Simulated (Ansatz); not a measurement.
System: hcp Be. Method: HSE06 in Ansatz (plane waves, PAW).

Numerical settings: plane-wave cutoff 500 eV, 12×12×1 k mesh (along the axes of the cell as run), Fermi–Dirac smearing 0.1 eV, scalar-relativistic PAW data made under PBE.

The cell is the one relaxed with r²SCAN.

### Question
Predict the surface energy of the (0001) face and work function of the (0001) face.

### Answer

* **surface energy of the (0001) face**: 2.06 J/m²
* **work function of the (0001) face**: 5.58 eV

Note: exact exchange on metals is sensitive to the k mesh and can open a false gap.

The slab of 6 atoms is relaxed and unreconstructed.

Computed values are for the static lattice.

Computing time: about 2.7 core-minutes (a rough figure).

Ansatz is a first-principles code.
